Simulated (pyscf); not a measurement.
Optimised with ωB97X-D3(BJ)/def2-SVP in PySCF.

### Question
SbH₃ + GeH₄ → H₃Ge–SbH₂ + H₂
Surface: singlet. Broken: H–Sb, Ge–H. Formed: Ge–Sb, H–H. Give ΔE‡ and ΔE from ωB97M-D3(BJ)/def2-TZVP, relative to the separated reactants.

### Answer
ΔE‡ = 68.1 kcal/mol, ΔE = -4.9 kcal/mol. Zero-point energy shifts the barrier by -0.3 kcal/mol. It is a four-centre exchange, with an imaginary mode of 959i cm⁻¹. From the product side, GeH₃• + SbH₂• + H₂ lies, by one bond made or cut, 17.9 kcal/mol under this saddle at ωB97M-D3(BJ)/def2-TZVP. One saddle was located; it need not be the lowest between these sides. A restricted solution here is unstable towards spin polarisation, so biradical character is likely and single-reference numbers are less safe. Elements up to Kr have no core potential and no relativistic terms here. Elements past Kr carry the def2 core potentials, without spin-orbit coupling.
